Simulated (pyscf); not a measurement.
# Hydrogen abstraction: H₃C–SiH(Cl)–Cl + H• -> •H₂C–SiH(Cl)–Cl + H₂

Gas phase, doublet surface, charge 0. Bonds broken: C1–H5. Bonds formed: H5–H9. Optimised with ωB97X-D3(BJ)/def2-SVP in PySCF.

Transition state (Å):

```xyz
9

C     -1.1928     0.0389     0.8024
Si     0.5858    -0.1397     0.3392
Cl     1.6542     1.3627     1.2513
Cl     0.7549     0.0558    -1.7013
H     -1.5385     1.3029     0.3522
H     -1.4160     0.1096     1.8761
H     -1.9074    -0.5988     0.2636
H      1.1979    -1.4320     0.7249
H     -1.8199     2.1379     0.0715
```

One imaginary mode, 1428i cm⁻¹; descent along it reached the two sides named.

```tsv
bond	change	reactant side (Å)	saddle	product side
C1–H5	breaks	1.101	1.386	3.3
H5–H9	forms	3.5	0.925	0.761
```

Electronic energies relative to the separated reactants (eV):

```csv
level,barrier,reaction energy,reverse barrier
ωB97X-D3(BJ)/def2-TZVP,0.54,+0.06,0.48
PBE/def2-TZVP,0.34,+0.08,0.26
r²SCAN/def2-TZVP,0.27,-0.12,0.39
B3LYP-D3(BJ)/def2-TZVP,0.31,-0.10,0.41
PBE0-D3(BJ)/def2-TZVP,0.43,+0.09,0.34
M06-2X/def2-TZVP,0.60,+0.02,0.58
ωB97M-D3(BJ)/def2-TZVP,0.54,+0.05,0.49
HF/def2-TZVP,1.00,-0.06,1.06
```

With ωB97M-D3(BJ)/def2-TZVP energies and thermal terms (ideal gas, 1 atm, RRHO with modes under 100 cm⁻¹ raised to 100, one conformer, R ln 2 for chiral ones without a mode under 150 cm⁻¹), in eV:

```tsv
T (K)	ΔH‡	ΔG‡	ΔH	ΔG
298	0.43	0.72	-0.02	-0.10
600	0.42	1.03	0.00	-0.19
900	0.42	1.33	-0.01	-0.28
1200	0.41	1.64	-0.02	-0.37
```

The same reactants have a lower exit, to H₃C–Si•(Cl)–Cl + H₂ (barrier +0.21 eV at ωB97M-D3(BJ), against +0.54 eV here). •H₂C–SiH(Cl)–Cl lies 0.52 eV over its isomer H₃C–Si•(Cl)–Cl (electronic energy, ωB97M-D3(BJ)). One saddle was located; it need not be the lowest between these sides. The angle at the transferred H is 177°.
